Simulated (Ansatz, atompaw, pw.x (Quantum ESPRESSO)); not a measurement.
## Equation-of-state test of one PAW (atompaw) potential (Er)

- Element: Er (Z = 68)
- Generator: atompaw 4.2.0.5
- Type: PAW
- Functional: LDA (PW92)
- Relativity: scalar-relativistic
- Frozen core: [Kr] 4d10
- Valence charge: 22
- Reference configuration: 4f12 5s2 5p6 5d0 6s2 6p0
- Partial waves: 5s (bound); 6s (bound); 5p (bound); 6p (bound, empty); 5d (bound, empty); 5d channel at 0.55 Ry; 4f (bound); 4f channel at 1.5 Ry
- Local potential: bessel scheme, radius 2.30 bohr
- Core correction: smooth core density matched at 2.40 bohr
- Augmentation charge: sinc compensation charge, radius 2.35 bohr; PAW radius 3.00 bohr; waves and projectors: bloechl

Atomic tests: cutoffs needed: 30 Ry and 35 Ry (the cutoffs (Ry, on a coarse ladder) from which the occupation-weighted sum of valence levels, in a spherical-Bessel basis at the reference potential, stays within 10 and 1 mRy of its value at 400 Ry); ghost test: no extra level below or beside the all-electron valence levels (s, p, d, f tested) (spherical-Bessel basis up to 400 Ry, 20 bohr box); lowest eigenvalue of the overlap operator: 0.05 (d channel).

Crystal test: bcc Er in pw.x 7.5, no spin, 12³ k-points, Fermi–Dirac smearing 0.01 Ry, cutoffs 45/450 Ry. The reference is all-electron LAPW (Ansatz 0.2.0) with the same functional, mesh and smearing; V0 and B0 come from Birch–Murnaghan fits to the pressures at five volumes. Errors are pseudo minus all-electron; Δ is the rms difference of the E(V) curves that follow from these fits, minima aligned, over ±6 % about the mean V0. Mesh and smearing are coarse, so the numbers serve the comparison and aren't converged zero-temperature values; the lattice is a test structure that the element need not adopt. Spin polarisation and strong correlation are left out, which matters for this element.

```tsv
V (Å³/atom)	P all-electron (GPa)	P pseudo (GPa)
27.300	1.43	2.42
28.019	0.69	1.69
28.737	0.03	0.92
29.455	-0.56	0.27
30.174	-1.09	-0.34
```

All-electron: a0 = 3.861 Å (V0 = 28.77 Å³/atom), B0 = 24.8 GPa.

Pseudopotential: mean pressure error (GPa): +0.89; a0 (Å): 3.905; a0 error (%): +1.14; B0 error (%): +3.4; Δ (meV/atom): 5.4. This is a poor potential for the solid.

Task: At the middle volume, how do free energy and pressure move when the wave cutoff is lowered (ecutrho held at 450 Ry)?

Result:

```csv
cutoff (Ry),shift of F (meV/atom),shift of P (GPa)
20,+949.9,-13.37
27,+208.7,-3.67
36,+23.8,-0.62
```

The 8 pw.x runs together took about 8.9 min on one core of a shared server CPU.
